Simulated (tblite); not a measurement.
Species: C4H11OP.
Z-matrix (Å and degrees, GFN2-xTB geometry), rows numbered from 1:
```
C 
C   1  1.5236
P   2  1.8617  1  111.46
C   3  1.8620  2   97.72  1  -163.88
O   4  1.4035  3  104.68  2   -71.46
C   5  1.4037  4  113.37  3  -172.88
H   1  1.0887  2  110.47  3  -176.86
H   1  1.0888  2  110.57  3    62.99
H   1  1.0881  2  110.59  3   -56.68
H   2  1.0941  1  110.67  3  -122.35
H   2  1.0937  1  110.25  3   118.14
H   3  1.4047  2   95.74  1   -69.37
H   4  1.1019  3  109.33  2   169.37
H   4  1.1034  3  112.32  2    49.26
H   6  1.0976  5  111.13  4   -60.27
H   6  1.0879  5  106.79  4  -179.71
H   6  1.0970  5  111.07  4    60.88
```

All values are computed: GFN2-xTB (tblite) harmonic vibrations without scaling, gas phase. This tight-binding method is rough: wavenumbers can miss measured ones by several per cent, in bad cases by 10 to 20. Modes of hydrogen on phosphorus can be 10 to 20 % off. One conformer, not necessarily the lowest.

Harmonic wavenumbers (cm⁻¹): 62.3, 67.5, 86.0, 176.3, 207.0, 217.9, 238.0, 300.4, 399.8, 681.9, 717.4, 747.3, 834.0, 855.1, 886.9, 993.7, 1017.3, 1040.1, 1075.3, 1110.8, 1133.8, 1159.2, 1179.2, 1220.5, 1256.0, 1265.5, 1405.8, 1410.2, 1446.9, 1462.5, 1468.1, 1489.0, 1495.5, 1499.8, 2228.1, 2800.7, 2848.6, 2894.6, 2918.3, 2931.3, 2957.6, 3017.7, 3021.6, 3030.4, 3033.2.

A = 6540, B = 1289, C = 1153 MHz; mass 106.055 u (most abundant isotopes); point group C1, symmetry number 1.

**Question.** Zero-point energy?

**Answer.** Half the sum of the wavenumbers: 31145 cm⁻¹ = 89.05 kcal/mol.

**Question.** Entropy at 298.15 K, 1 bar (ideal gas, RRHO, classical rotation)?

**Answer.** Translation 39.92, rotation 27.89, vibration 25.09: S = 92.9 cal/(mol K).

**Question.** And Cp and H(298.15 K) − H(0)?

**Answer.** Cp = 31.96 cal/(mol K), of which vibrations give 24.01 (their classical limit is 45 R = 89.4); H(298.15 K) − H(0) = 6.20 kcal/mol without the zero-point energy, 3.83 from vibrations.

**Question.** What must be added to the electronic energy to get the Gibbs energy at 298.15 K and 1 bar?

**Answer.** ZPE + [H(298.15 K) − H(0)] − T·S = 89.05 + 6.20 − 27.70 = 67.55 kcal/mol.

**Question.** Blend soft modes into free rotors: weight 1/[1 + (100 cm⁻¹/ν̃)⁴] for the oscillator and the rest for a rotor with moment μB/(μ + B), μ = h/(8π²ν), B = 10⁻⁴⁴ kg m². What vibrational entropy results?

**Answer.** 22.89 cal/(mol K) in place of 25.09, which changes −T·S at 298.15 K by +0.66 kcal/mol.

**Question.** How do the functions run with temperature in this model?

**Answer.** 
| T (K) | S (cal/(mol K)) | Cp (cal/(mol K)) | H − H(0) (kcal/mol) | G − H(0) (kcal/mol) | ln q(vib) |
| --- | --- | --- | --- | --- | --- |
| 150 | 75.1 | 21.6 | 2.27 | -8.99 | 2.79 |
| 250 | 87.6 | 28.2 | 4.75 | -17.15 | 5.11 |
| 400 | 103.4 | 40.2 | 9.87 | -31.51 | 8.34 |
| 600 | 122.5 | 54.0 | 19.36 | -54.13 | 12.48 |
| 900 | 147.2 | 68.0 | 37.82 | -94.70 | 18.41 |

q(vib) and H(0) count from the zero-point level.

Hindered rotation and anharmonicity are outside this model. Other conformers, if any are populated, would add a mixing term that is left out. The structure is chiral; the term R ln 2 for an equal mix with its mirror image is left out.
